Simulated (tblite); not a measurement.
# C2H4BrF: the cost of one run

Programs: tblite 0.8.0 and PySCF 2.14.0. All values are calculated, for the isolated system unless a continuum is named. Atoms count from 0, parts from 1.

## (1) Starting point

8 atoms, charge 0, multiplicity 1; geometry: rigid parts in contact. Parts: 1 = atoms 0–1, `FBr`, charge 0; 2 = atoms 2–7, `C=C`, charge 0.

## (2) Docking the parts with GFN2-xTB

Job settings and geometry (Å):

```
{"job": {"kind": "dock", "xc": "GFN2-xTB", "basis": "xTB"}, "charge": 0, "multiplicity": 1, "parts": [{"atoms": "0-1", "charge": 0, "multiplicity": 1}, {"atoms": "2-7", "charge": 0, "multiplicity": 1}]}
Br     0.899879     0.000610    -0.000156
F     -0.899879    -0.000610     0.000156
C      3.473945     2.749292    -1.046189
C      3.594880     1.478430    -0.725394
H      3.646794     3.103890    -2.049084
H      3.195962     3.497566    -0.322058
H      3.871712     0.730135    -1.450029
H      3.422541     1.123544     0.277590
```

Method: GFN2-xTB search for minima from random contacts, gas phase.

Launch:

```
> OMP_NUM_THREADS=1 python cluster_run.py task.json out
```

This one command runs all jobs of the session in turn.

Q: Estimate the wall time of this first job on 1 thread of AMD EPYC 9R45, shared host.

About 4.8 s.
